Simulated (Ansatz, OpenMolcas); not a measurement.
## Heat of formation of CH4N2S (SMILES NC(N)=S) from total energies

CH4N2S has 8 atoms, charge 0, and is taken as a singlet. As SMILES, `NC(N)=S`. The shape is that of a PBE0-D4/def2-TZVP optimisation. This is one conformer, not always the lowest.

Total energies at B3LYP/def2-SVPD (OpenMolcas 26.06); the atoms run unrestricted:

| species | state | energy (Eh) |
| --- | --- | --- |
| CH4N2S | singlet | -548.029612 |
| N | quartet | -54.538885 |
| C | triplet | -37.814940 |
| S | triplet | -398.001981 |
| H | doublet | -0.501259 |

Harmonic wavenumbers at PBE0-D4/def2-TZVP, in cm⁻¹: 320, 372, 400, 459, 496, 591, 651, 787, 1067, 1079, 1429, 1454, 1629, 1651, 3593, 3601, 3728, 3729.

Measured heats of formation of the gaseous atoms at 298.15 K, in kJ/mol: N 472.4, C 716.9, S 277.0, H 218.0. Spin-orbit lowering of the atoms at 298 K (mean of the ground term's levels less their thermal mean, from spectra), in kJ/mol: C 0.02, S 1.88. Take 1 Eh = 2625.50 kJ/mol, 1 cm⁻¹ = 0.0119627 kJ/mol, RT = 2.479 kJ/mol.

Problem. What heat of formation follows?

Solution. 
1. Electronic atomisation energy: 2 × (-54.538885) + (-37.814940) + (-398.001981) + 4 × (-0.501259) − (-548.029612) = 1.129885 Eh = 2966.5 kJ/mol.
2. Zero-point energy: half the sum of the wavenumbers, 13518 cm⁻¹ = 161.7 kJ/mol.
3. Thermal vibrational enthalpy, Σ hcν̃/(exp(hcν̃/kT) − 1): 5.2 kJ/mol. Translation, rotation and pV of a non-linear molecule: 4 RT = 9.9 kJ/mol.
4. The 8 free atoms carry 5/2 RT each: 49.6 kJ/mol.
5. Spin-orbit coupling lowers the free atoms by 0.02 + 1.88 = 1.9 kJ/mol.
6. Atomisation enthalpy at 298 K: 2966.5 − 1.9 − 161.7 − 5.2 − 9.9 + 49.6 = 2837.4 kJ/mol.
7. Sum of the atoms' heats of formation: 2810.7 kJ/mol. Heat of formation: 2810.7 − 2837.4 = -26.7 kJ/mol.

The tabulated value is +22.9 kJ/mol (CRC Handbook of Chemistry and Physics), so this level is off by -49.6 kJ/mol, or 1.8 % of the atomisation enthalpy. Anharmonicity and any spin-orbit splitting of the molecule are left out.
